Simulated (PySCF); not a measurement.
Species: 1,3-propanediol, C₃H₈O₂.
SMILES: `OCCCO`

Computed with PySCF at CAM-B3LYP/def2-SVPD, non-relativistic, on one gas-phase PBE0-D3(BJ)/def2-SVP geometry that isn't relaxed in the solvent. The solvent is an IEF-PCM continuum (van der Waals radii × 1.2), and excitations are vertical TDDFT with non-equilibrium linear response and a frozen core. Only the electrostatic response of the medium enters.

Gas-phase singlets (H = HOMO, L = LUMO):

| state | E (eV) | λ (nm) | f | leading configurations |
| --- | --- | --- | --- | --- |
| S1 | 7.081 | 175 | 0.006 | H→L 44%, H-1→L 42% |
| S2 | 7.382 | 168 | 0.010 | H-1→L 39%, H→L 36% |
| S3 | 7.914 | 157 | 0.036 | H→L+1 83% |
| S4 | 8.146 | 152 | 0.008 | H→L+2 61%, H→L+3 11% |
| S5 | 8.276 | 150 | 0.015 | H-1→L+1 66%, H→L+2 10% |

Task: What are the lowest 5 singlets in benzene (ε = 2.271)?

Result: 
| state | E (eV) | λ (nm) | f | leading configurations | change by rank (eV) |
| --- | --- | --- | --- | --- | --- |
| S1 | 7.205 | 172 | 0.007 | H→L 50%, H-1→L 36% | +0.124 |
| S2 | 7.481 | 166 | 0.013 | H-1→L 43%, H→L 28% | +0.099 |
| S3 | 8.082 | 153 | 0.049 | H→L+1 85% | +0.168 |
| S4 | 8.265 | 150 | 0.017 | H→L+2 74%, H→L 10% | +0.119 |
| S5 | 8.345 | 149 | 0.021 | H-1→L+1 66%, H→L+3 12% | +0.069 |

Task: What are the lowest 5 singlets in acetone (ε = 20.49)?

Result: 
```csv
state,E (eV),λ (nm),f,leading configurations,change by rank (eV)
S1,7.310,170,0.009,"H→L 68%, H-1→L 17%",+0.229
S2,7.548,164,0.012,"H-1→L 58%, H→L+2 14%",+0.166
S3,8.257,150,0.035,H→L+1 82%,+0.343
S4,8.393,148,0.006,"H→L+3 48%, H→L+2 27%",+0.247
S5,8.449,147,0.043,"H-1→L+1 55%, H→L+2 21%",+0.173
```

Task: How do the frontier levels move from gas to acetone?

Result: 
```json
{"orbital": "LUMO+2", "gas (eV)": "2.04", "solvent (eV)": "2.18", "change (eV)": "+0.14"}
{"orbital": "LUMO+1", "gas (eV)": "1.65", "solvent (eV)": "2.01", "change (eV)": "+0.36"}
{"orbital": "LUMO", "gas (eV)": "1.01", "solvent (eV)": "1.36", "change (eV)": "+0.35"}
{"orbital": "HOMO", "gas (eV)": "-9.11", "solvent (eV)": "-9.19", "change (eV)": "-0.08"}
{"orbital": "HOMO-1", "gas (eV)": "-9.64", "solvent (eV)": "-9.49", "change (eV)": "+0.15"}
{"orbital": "HOMO-2", "gas (eV)": "-10.95", "solvent (eV)": "-10.79", "change (eV)": "+0.16"}
{"orbital": "HOMO-3", "gas (eV)": "-11.35", "solvent (eV)": "-11.14", "change (eV)": "+0.21"}
```

The HOMO–LUMO gap goes from 10.12 to 10.55 eV. Rows go by rank; for HOMO-3, HOMO, LUMO+1 and LUMO+2 the atom shares or the degeneracy differ between the runs, so the row needn't follow one orbital.

On Arm Neoverse N1, one thread (shared host), this took 29 s and 0.80 GiB of memory at its peak. This is the whole response run at CAM-B3LYP/def2-SVPD in acetone, SCF included.

The values belong to the conformer `[OH:1][CH2:2][CH2:3][CH2:4][OH:5]`: O1–C2–C3–C4 65°, C2–C3–C4–O5 -58°, H–O1–C2–C3 -49°, H–O5–C4–C3 -67°.
